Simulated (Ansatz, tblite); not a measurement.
Cost and result up the ladder for SiCl2 (3 atoms). The state is a singlet with charge 0. Geometry: r2SCAN-D4/def2-TZVP.

| atom | x (Å) | y (Å) | z (Å) |
| --- | --- | --- | --- |
| Si1 | -0.680 | -0.151 | 0.536 |
| Cl2 | 1.339 | 0.078 | 0.998 |
| Cl3 | -0.659 | 0.074 | -1.535 |

Ansatz on 4 threads of Arm Neoverse V1 on a shared host; xTB runs through tblite on one thread. Times are rough, summed over both states, and most runs start from the orbitals of an earlier one. PBE0-D4/def2-TZVP serves as the yardstick here, not as an exact answer. The other state is a doublet.

The xTB rows come from tblite. Correlated methods freeze 15 core orbitals.

Run but left out: HF/def2-TZVPP (singlet: restricted singlet, unstable towards broken spin symmetry).

Correlated methods converge slowly with the basis.

Raw xTB energies of ions are shifted by several eV.

| level | functions | wall time |
| --- | --- | --- |
| GFN1-xTB | 27 | 0.006 s |
| GFN2-xTB | 27 | 0.006 s |
| PBE-D4/def2-TZVP | 111 | 1.6 s |
| PBE0-D4/def2-TZVP | 111 | 2.6 s |
| r2SCAN-D4/def2-TZVP (with forces) | 111 | 4.2 s |
| CCSD(T)/def2-TZVPP | 126 | 9.3 s |

Question: Estimate what each level gives for the vertical IE (eV).

Answer: 
| level | vertical IE (eV) | difference from PBE0-D4/def2-TZVP (eV) | remarks |
| --- | --- | --- | --- |
| GFN1-xTB | 13.44 | 3.50 | – |
| GFN2-xTB | 13.72 | 3.78 | – |
| PBE-D4/def2-TZVP | 9.78 | -0.16 | – |
| PBE0-D4/def2-TZVP | 9.94 | 0.00 | – |
| r2SCAN-D4/def2-TZVP (with forces) | 9.80 | -0.14 | – |
| CCSD(T)/def2-TZVPP | 10.00 | 0.07 | restricted SCF unstable (singlet) |
